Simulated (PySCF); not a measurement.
# Nuclear quadrupole coupling in `C=C([S-])Cl`

C2H2ClS (charge -1).
Structure used (PBE0-D3(BJ)/def2-SVP), in Å, numbered top down from 1:
```
atom  x, y, z in Å
C1    -0.511   -0.426   -0.136
C2     0.781   -0.033    0.000
S3     1.509    1.480    0.075
Cl4    1.914   -1.522    0.123
H5    -1.283    0.344   -0.219
H6    -0.798   -1.479   -0.165
```

Field gradients from the PBE0/pcSseg-1 density (PySCF, non-relativistic), principal values in atomic units, ordered |Vxx| ≤ |Vyy| ≤ |Vzz|:

```
atom      Vxx      Vyy     Vzz
  S3  -0.8328  -1.5610  2.3937
 Cl4  -1.4602  -1.7804  3.2406
```

Task: Find the asymmetry η = (Vxx − Vyy)/Vzz and the couplings χ = eQV/h (234.96 MHz × Q in barn × V in au), with Q(33S) = −0.0678 b, Q(35Cl) = −0.0817 b.

Result: 
```tsv
atom	environment	nucleus	η	χzz (MHz)	χxx (MHz)	χyy (MHz)
S3	sulfur bonded to C	33S	0.30	-38.13	13.27	24.87
Cl4	vinyl chlorine	35Cl	0.10	-62.21	28.03	34.18
```

The tensor is traceless: Vxx + Vyy + Vzz = 0.

Task: What is Vzz at S3 in SI units (1 au = 9.71736 × 10²¹ V/m²)?

Result: 2.3937 au = 23.261 × 10²¹ V/m².

Task: And the gradient at the other heavy atoms, for which no coupling is worked out here?

Result: 
| atom | environment | Vzz (au) | η |
| --- | --- | --- | --- |
| C1 | carbon bonded to C and 2 H | 0.035 | 0.77 |
| C2 | vinylic C–Cl carbon | -0.474 | 0.78 |

Task: What couplings would deuterons (Q(2H) = 0.00286 b) have in place of the hydrogens, at this geometry?

Result: 
```tsv
atom	bonded to	bond length (Å)	Vzz (au)	η	χzz (kHz)
H5	C1	1.093	0.3199	0.10	215
H6	C1	1.092	0.3207	0.12	215
```

Geometry: PBE0-D3(BJ)/def2-SVP; no solvent, vibrations or thermal averaging. The pcSseg-1 basis has no diffuse functions, a weakness for an anion. The basis is small and wasn't made for field gradients, so the couplings can be 20 % off.
